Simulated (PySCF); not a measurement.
Structure with atom numbers: `[N:1]#[C:2][C:3]([F:4])([F:5])[F:6]`.

Geometry: PBE0-D3(BJ)/def2-SVP; GIAO shifts from PySCF 2.14.0 with density-fitted response routines, gas phase, non-relativistic, averaged over equivalent atoms.

At PBE0/aug-cc-pVDZ (138 basis functions, 8.2 s wall time on 1 thread of an Arm Neoverse V1, shared host):
```tsv
atoms	δ (ppm)
N1	283.7
C3	110.3
C2	107.9
F4/F5/F6	-60.5
```

References, each an isolated molecule treated in the same way: ¹⁵N (σref 269.84) vs NH3; ¹³C (σref 195.12) against TMS; ¹⁹F (σref 194.15) vs CFCl3.

Task: What do these become at LDA/pcSseg-2?

Result: 
| atoms | δ at LDA/pcSseg-2 | change |
| --- | --- | --- |
| N1 | 325.1 | +41.4 |
| C3 | 126.1 | +15.8 |
| C2 | 118.9 | +11.0 |
| F4/F5/F6 | -76.5 | -16.0 |

Referencing at the same level of theory: ¹⁵N (σref 266.68) vs NH3; TMS for ¹³C (σref 180.28); ¹⁹F (σref 138.24) vs CFCl3.

The largest change is at N1 (nitrile nitrogen). Cost: 216 basis functions, 16 s wall time on 1 thread of an x86-64 server CPU, shared host.

Unscaled 19F shifts against computed CFCl3 carry errors that often reach 10 to 50 ppm. Experimental scales use liquid or dissolved standards, which lie at an offset from isolated NH3 (liquid NH3: subtract about 20 ppm). Unscaled 15N shifts of sp2 nitrogen come out 20 to 40 ppm too high even then.
